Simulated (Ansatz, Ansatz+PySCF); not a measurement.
```xyz
3

H     0.0076    0.4101    0.3570
O     0.0068    0.6478    1.2810
O    -0.0081   -0.4982    1.9445
```

Basis set: cc-pVTZ (spherical functions). Left uncorrelated: 2 orbitals. Correlation on ROHF uses semicanonical orbitals with singles. Charge 0, multiplicity 2.

Computed with Ansatz (development build ahead of 0.2.0); each method stands on the lowest determinant of its kind that the runs found.

The atomization energy at this shape (free ground-state atoms in the same class of orbitals less the molecule, no zero-point energy) of doublet HO₂:

```
  method  atomization energy
ROHF-MP2     169.31 kcal/mol
```

(1) What does UHF-CCSD(T) give?

## Answers

(1) 166.00 kcal/mol.
